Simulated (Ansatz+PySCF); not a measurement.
## doublet BeH: levels of theory in one basis

```yaml
atoms:
  - { symbol: Be, position_ang: [0.0000, 0.0000, 0.2447] }
  - { symbol: H, position_ang: [0.0000, 0.0000, -1.0536] }
```

Basis set: cc-pVTZ on H; cc-pCVTZ on Be (spherical functions). All electrons are correlated. Correlation on ROHF uses semicanonical orbitals with singles. Charge 0, multiplicity 2.

Computed with Ansatz (development build ahead of 0.2.0) and PySCF 2.14.0; each method stands on the lowest determinant of its kind that the runs found.

```tsv
method	E − E(ROHF) (eV)	<S²> of the determinant
ROHF	0.00	0.75
UHF	-0.01	0.75
ROHF-MP2	-2.02	–
UHF-MP2	-2.02	0.75
UHF-CCSD	-2.37	0.75
ROHF-CCSD(T)	-2.39	–
```
